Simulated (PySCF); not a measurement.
Species: 1-fluoropentane, C₅H₁₁F.
Numbering: `[CH3:1][CH2:2][CH2:3][CH2:4][CH2:5][F:6]` (hydrogens: H7, H8, H9 on C1; H10, H11 on C2; H12, H13 on C3; H14, H15 on C4; H16, H17 on C5)

Cartesian coordinates in Å at the PBE0-D3(BJ)/def2-SVP level; atoms count from 1:
```xyz
17
C5H11F angstrom
C      2.5117    0.1946   -0.1724
C      1.2225   -0.3182    0.4487
C     -0.0275    0.1493   -0.2834
C     -1.3197   -0.3864    0.3151
C     -2.5628    0.1376   -0.3630
F     -2.6399    1.5059   -0.2378
H      2.6178   -0.1484   -1.2142
H      3.3967   -0.1512    0.3829
H      2.5364    1.2960   -0.1864
H      1.1646    0.0046    1.5032
H      1.2369   -1.4225    0.4768
H     -0.0685    1.2516   -0.2826
H      0.0350   -0.1496   -1.3461
H     -1.3392   -1.4892    0.2614
H     -1.3704   -0.1290    1.3874
H     -3.4722   -0.3010    0.0826
H     -2.5555   -0.1060   -1.4408
```

Computed with TDDFT CAM-B3LYP/def2-SVPD, vertical, gas phase, core orbitals frozen in the response (PySCF 2.14.0, density-fitted response routines).

Ground-to-excited transition dipoles (e·a0, same axes as the geometry; the sign carries no meaning), for the states with f of 0.002 or more among the lowest 6:

```
state  E (eV)      μx      μy      μz
   S1   8.852   0.133  -0.026   0.000
   S2   8.922  -0.245  -0.088   0.093
   S3   9.071   0.096   0.054   0.159
   S4   9.283   0.076   0.097  -0.026
   S5   9.399  -0.024  -0.158  -0.081
   S6   9.445   0.029  -0.274   0.037
```

What oscillator strength does each state have?

f = (2/3) ΔE |μ|² with ΔE in hartree (27.2114 eV).

```tsv
state	|μ|² (au)	|μ| (D)	f
S1	0.018	0.35	0.004
S2	0.076	0.70	0.017
S3	0.037	0.49	0.008
S4	0.016	0.32	0.004
S5	0.032	0.45	0.007
S6	0.077	0.71	0.018
```

Which bond between heavy atoms lies closest to the direction of the S6 transition dipole?

C5–F6, at 13° from it; next C4–C5 at 61°.

What angle do the transition dipoles of S2 and S6 make?

|cos θ| = |μa·μb| / (|μa| |μb|) = 0.27, so θ ≈ 75° (taken between 0 and 90°, since the signs are arbitrary).

The run took about 50 s of CPU time (one thread, shared machine).

One conformer stands for the species.

Without π bonds the low states may be Rydberg-like; a valence basis with one diffuse set may place them up to an eV too high.
